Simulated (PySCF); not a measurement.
**CH2Cl3F: electronic structure in real space**

For CH2Cl3F, the scripts below find what binds its two fragments, compute its lowest excited states and analyse its density (charges, bond critical points, surface potential).

The runs use PySCF 2.14.0; levels as typed in each script, gas phase, geometry from GFN2-xTB.

## (1) The system as given

SMILES `F.ClC(Cl)Cl`, 7 atoms, charge 0, spin multiplicity 1.

Bond lengths: F1–H2 0.933 Å, Cl3–C4 1.769 Å, C4–Cl5 1.767 Å, C4–Cl6 1.769 Å, C4–H7 1.091 Å. Angles: Cl3–C4–Cl5 110.0°, Cl3–C4–Cl6 110.1°, Cl3–C4–H7 109.0°, Cl5–C4–Cl6 110.0°, Cl5–C4–H7 108.8°, Cl6–C4–H7 109.0°.

Coordinates:

```
F    -2.9869   -0.0020   -0.9449
H    -3.8442   -0.0257   -0.5777
Cl    1.3836   -1.0813   -0.7963
C     0.1460   -0.0004   -0.1406
Cl   -0.3637   -0.5630    1.4545
Cl    0.7784    1.6472   -0.0269
H    -0.7184   -0.0036   -0.8063
```

## (2) Binding of the two fragments (HF/aug-cc-pvdz)

input.py

```python
import numpy as np
from pyscf import gto, scf, dft
from pyscf.scf import atom_ks, atom_hf
from scipy.linalg import block_diag
from pyscf.dispersion import dftd3

def solve(mol, dm0=None, hcore=None):
    mf = scf.UHF(mol) if mol.spin else scf.RHF(mol)
    mf = mf.density_fit(auxbasis='def2-universal-jkfit')
    mf.conv_tol, mf.max_cycle = 1e-8, 80
    if hcore is not None:
        mf.get_hcore = lambda *args: hcore
    mf.kernel(dm0)
    if not mf.converged:
        mf = mf.newton().run(mf.mo_coeff, mf.mo_occ, max_cycle=30)
    assert mf.converged, 'SCF not converged'
    return mf

mol = gto.M(atom='''
F     -2.98693    -0.00201    -0.94495
H     -3.84422    -0.02568    -0.57771
Cl     1.38355    -1.08130    -0.79633
C      0.14599    -0.00043    -0.14062
Cl    -0.36373    -0.56299     1.45451
Cl     0.77836     1.64723    -0.02687
H     -0.71838    -0.00355    -0.80631
''', basis='aug-cc-pvdz', charge=0, spin=0, verbose=4)
mol_a = gto.M(atom='''
F     -2.98693    -0.00201    -0.94495
H     -3.84422    -0.02568    -0.57771
ghost-Cl     1.38355    -1.08130    -0.79633
ghost-C      0.14599    -0.00043    -0.14062
ghost-Cl    -0.36373    -0.56299     1.45451
ghost-Cl     0.77836     1.64723    -0.02687
ghost-H     -0.71838    -0.00355    -0.80631
''', basis='aug-cc-pvdz', charge=0, spin=0, verbose=4)
mol_b = gto.M(atom='''
ghost-F     -2.98693    -0.00201    -0.94495
ghost-H     -3.84422    -0.02568    -0.57771
Cl     1.38355    -1.08130    -0.79633
C      0.14599    -0.00043    -0.14062
Cl    -0.36373    -0.56299     1.45451
Cl     0.77836     1.64723    -0.02687
H     -0.71838    -0.00355    -0.80631
''', basis='aug-cc-pvdz', charge=0, spin=0, verbose=4)
ab, a, b = solve(mol), solve(mol_a), solve(mol_b)
e_int = ab.e_tot - a.e_tot - b.e_tot
print('counterpoise-corrected interaction energy / kcal/mol', e_int * 627.5095)
def disp(atoms, charge):
    m = gto.M(atom=atoms, charge=charge, basis='sto-3g', spin=None, unit='Bohr', verbose=0)
    return dftd3.DFTD3Dispersion(m, xc='hf', version='d3bj').get_dispersion()['energy']
e_disp = disp(mol._atom, mol.charge) - disp(mol._atom[:2], mol_a.charge) - disp(mol._atom[2:], mol_b.charge)
print('D3(BJ) part / kcal/mol', e_disp * 627.5095)
# spherically averaged free atoms, for the promolecule
atm = scf.atom_hf.get_atm_nrhf(mol)
pro = block_diag(*[(atm[a[0]][2] * atm[a[0]][3]) @ atm[a[0]][2].T for a in mol._atom])
np.savez('result.npz', e_int=e_int, e_disp=e_disp, dm_a=a.make_rdm1(), dm_b=b.make_rdm1(), c=ab.mo_coeff, occ=ab.mo_occ, eps=ab.mo_energy, pro=pro, d=[f.dip_moment(verbose=0) for f in (ab, a, b)])
```

Started as:

```bash
> OMP_NUM_THREADS=1 python input.py
```

## (4) Excited states (BHandHLYP/def2-svp)

input.py

```python
import numpy as np
from pyscf import gto, scf, dft, tdscf
from pyscf.scf import atom_ks, atom_hf
from scipy.linalg import block_diag

def solve(mol, dm0=None, hcore=None):
    mf = (dft.UKS if mol.spin else dft.RKS)(mol, xc='bhandhlyp')
    mf.grids.level = 3
    mf = mf.density_fit(auxbasis='def2-universal-jkfit')
    mf.conv_tol, mf.max_cycle = 1e-8, 80
    if hcore is not None:
        mf.get_hcore = lambda *args: hcore
    mf.kernel(dm0)
    if not mf.converged:
        mf = mf.newton().run(mf.mo_coeff, mf.mo_occ, max_cycle=30)
    assert mf.converged, 'SCF not converged'
    return mf

mol = gto.M(atom='''
F     -2.98693    -0.00201    -0.94495
H     -3.84422    -0.02568    -0.57771
Cl     1.38355    -1.08130    -0.79633
C      0.14599    -0.00043    -0.14062
Cl    -0.36373    -0.56299     1.45451
Cl     0.77836     1.64723    -0.02687
H     -0.71838    -0.00355    -0.80631
''', basis='def2-svp', charge=0, spin=0, verbose=4)
mf = solve(mol)
td = mf.TDA()
td.nstates, td.singlet, td.conv_tol = 5, True, 1e-5
td.kernel()
td.analyze()
x, y = np.array([p[0] for p in td.xy]), np.array([p[1] + 0 * p[0] for p in td.xy])
f, mu = td.oscillator_strength(), td.transition_dipole()
nto = [td.get_nto(state=i + 1, verbose=4) for i in range(len(td.e))]
# spherically averaged free atoms, for the promolecule
atm = atom_ks.get_atm_nrks(mol, xc='bhandhlyp')
pro = block_diag(*[(atm[a[0]][2] * atm[a[0]][3]) @ atm[a[0]][2].T for a in mol._atom])
np.savez('result.npz', e=td.e, f=f, ok=td.converged, w=[n[0] for n in nto], nto=[n[1] for n in nto], x=x, y=y, c=mf.mo_coeff, occ=mf.mo_occ, eps=mf.mo_energy, pro=pro, mu=mu)
```

## (6) Density, bond paths and surface potential (HF/aug-cc-pvdz)

input.py

```python
import numpy as np
from pyscf import gto, scf, dft
from pyscf.scf import atom_ks, atom_hf
from scipy.linalg import block_diag

def solve(mol, dm0=None, hcore=None):
    mf = scf.UHF(mol) if mol.spin else scf.RHF(mol)
    mf = mf.density_fit(auxbasis='def2-universal-jkfit')
    mf.conv_tol, mf.max_cycle = 1e-8, 80
    if hcore is not None:
        mf.get_hcore = lambda *args: hcore
    mf.kernel(dm0)
    if not mf.converged:
        mf = mf.newton().run(mf.mo_coeff, mf.mo_occ, max_cycle=30)
    assert mf.converged, 'SCF not converged'
    return mf

mol = gto.M(atom='''
F     -2.98693    -0.00201    -0.94495
H     -3.84422    -0.02568    -0.57771
Cl     1.38355    -1.08130    -0.79633
C      0.14599    -0.00043    -0.14062
Cl    -0.36373    -0.56299     1.45451
Cl     0.77836     1.64723    -0.02687
H     -0.71838    -0.00355    -0.80631
''', basis='aug-cc-pvdz', charge=0, spin=0, verbose=4)
mf = solve(mol)
mf.analyze()
# spherically averaged free atoms, for the promolecule
atm = scf.atom_hf.get_atm_nrhf(mol)
pro = block_diag(*[(atm[a[0]][2] * atm[a[0]][3]) @ atm[a[0]][2].T for a in mol._atom])
np.savez('result.npz', e=mf.e_tot, c=mf.mo_coeff, occ=mf.mo_occ, eps=mf.mo_energy, pro=pro, dip=mf.dip_moment(verbose=0), s2=mf.spin_square()[0])
```

(Steps that only read results are left out.)

Before running it: what results should come out? Wanted: interaction energy, counterpoise; lowest singlet excitation; dipole moment; HOMO, LUMO.

As calculated:

| quantity | value |
| --- | --- |
| interaction energy, counterpoise (HF/aug-cc-pvdz) | -1.4 kcal/mol |
| lowest singlet excitation (BHandHLYP/def2-svp) | 7.50 eV |
| dipole moment (HF/aug-cc-pvdz) | 3.15 D |
| HOMO, LUMO (HF/aug-cc-pvdz) | -12.04, 0.74 eV |

In words: The counterpoise-corrected interaction energy of the frozen fragments is −1.4 kcal/mol without dispersion correction and −2.5 kcal/mol with D3(BJ). The pair geometry is semi-empirical, not a minimum at this level. At HF/aug-cc-pvdz: The highest Hirshfeld charge is on H2 (+0.25 e), the lowest on F1 (−0.21 e). All values hold at the given geometry, in the gas phase.
